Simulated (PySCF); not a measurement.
Bond stretch in CS₂, SMILES S=C=S. The C1–S3 bond (C1 also carries S; S3 carries nothing else) is pulled apart rigidly from the PBE0/def2-TZVP optimised geometry.

- UKS-B3LYP/6-31G* = unrestricted B3LYP/6-31G*, spherical d (PySCF 2.14.0)
- RKS-B3LYP/6-31G* = restricted B3LYP/6-31G*, spherical d (PySCF)
- RKS-B3LYP/6-311+G** = restricted B3LYP/6-311+G**, spherical d in PySCF 2.14.0
- UCCSD(T) = CCSD(T) on UHF/cc-pVDZ, 11 core orbitals frozen (PySCF)

Energies relative to the lowest point of each curve near equilibrium, in kcal/mol; the last columns give the difference from UCCSD(T):

```csv
R / Å,UKS-B3LYP/6-31G*,RKS-B3LYP/6-31G*,RKS-B3LYP/6-311+G**,UCCSD(T),UKS-B3LYP/6-31G* − UCCSD(T),RKS-B3LYP/6-31G* − UCCSD(T),RKS-B3LYP/6-311+G** − UCCSD(T)
1.23,124.1,124.1,121.5,138.7,-14.6,-14.6,-17.2
1.30,66.8,66.8,65.1,76.8,-10.0,-10.0,-11.7
1.40,20.9,20.9,20.2,26.0,-5.1,-5.1,-5.8
1.46,7.4,7.4,7.0,10.3,-2.9,-2.9,-3.3
1.49,3.5,3.5,3.2,5.4,-2.0,-2.0,-2.2
1.55,0.0,0.0,0.0,0.4,-0.4,-0.4,-0.4
1.60,0.6,0.6,0.7,0.0,0.6,0.6,0.7
1.64,2.7,2.7,2.9,1.5,1.2,1.2,1.4
1.69,7.0,7.0,7.3,5.1,1.9,1.9,2.2
1.81,21.9,21.9,22.1,18.8,3.0,3.0,3.3
1.94,41.2,41.2,41.2,37.4,3.8,3.8,3.8
2.08,61.9,61.9,61.5,57.5,4.4,4.4,4.0
2.34,93.9,93.9,92.7,89.3,4.6,4.6,3.4
2.57,107.9,113.4,111.6,101.3,6.5,12.1,10.2
2.75,112.0,123.7,121.5,101.5,10.5,22.2,20.0
3.06,115.0,134.7,132.1,100.4,14.6,34.2,31.7
3.44,116.6,141.7,138.7,100.0,16.5,41.6,38.6
3.75,117.3,144.7,141.4,100.1,17.2,44.6,41.3
4.21,118.0,147.0,143.4,100.4,17.6,46.6,43.0
4.66,118.3,148.0,144.2,100.7,17.6,47.3,43.6
5.41,118.5,148.5,144.7,100.8,17.6,47.7,43.9
```

UKS-B3LYP/6-31G* is furthest from UCCSD(T) at 4.66 (17.6 kcal/mol, above); its mean absolute difference over the points is 8.2 kcal/mol.

RKS-B3LYP/6-31G* is furthest from UCCSD(T) at 5.41 (47.7 kcal/mol, above); its mean absolute difference over the points is 16.7 kcal/mol.

RKS-B3LYP/6-311+G** is furthest from UCCSD(T) at 5.41 (43.9 kcal/mol, above); its mean absolute difference over the points is 15.8 kcal/mol.

The unrestricted determinant behind UKS-B3LYP/6-31G*, UCCSD(T) is spin-contaminated at 2.34 to 5.41 Å (<S²> up to 1.0, against 0.00 for a pure singlet). The restricted form behind RKS-B3LYP/6-31G*, RKS-B3LYP/6-311+G** keeps the bonding electrons paired and can't separate into open-shell fragments.
